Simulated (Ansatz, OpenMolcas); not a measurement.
## BCl (SMILES [B]Cl): methods side by side

The species is BCl (2 atoms), meant as a singlet with charge 0. SMILES: `[B]Cl`. The shape is that of a GFN2-xTB optimisation.

| atom | x (Å) | y (Å) | z (Å) |
| --- | --- | --- | --- |
| B | 0.0000 | 0.0000 | 0.0000 |
| Cl | 0.0000 | 0.0000 | 1.5785 |

Quantity: the energy change with the B1–Cl2 bond stretched from 1.579 to 4.295 Å, in eV. The values are calculated.

| level | kind | program | value (eV) |
| --- | --- | --- | --- |
| HF/STO-3G (restricted) | Hartree–Fock | Ansatz | 6.69 |
| SVWN5/STO-3G (restricted) | LDA | Ansatz | 5.21 |
| revPBE/STO-3G (restricted) | GGA | Ansatz | 4.56 |
| PBE0/STO-3G (restricted) | global hybrid | Ansatz | 5.56 |
| SC-NEVPT2(2,2)/STO-3G | multireference | OpenMolcas | 4.40 |
| CCSD(T)/STO-3G (restricted) | coupled cluster or CI | Ansatz | ? |
| CCSDT/STO-3G (restricted) | coupled cluster or CI | Ansatz | ? |
| CISD/STO-3G (restricted) | coupled cluster or CI | OpenMolcas | 4.88 |
| FCI/STO-3G | exact in the basis | Ansatz | 4.27 |

Q: Estimate what the levels marked ? give.

A: As computed at these levels: CCSD(T)/STO-3G (restricted): 4.28 eV; CCSDT/STO-3G (restricted): 4.26 eV. Spin-restricted single references rise too steeply as a bond breaks, Hartree–Fock most of all. The first shape isn't each level's own minimum. The values span 4.26 to 6.69 eV. All rows use very small basis sets, so even the best lies far from the true value.
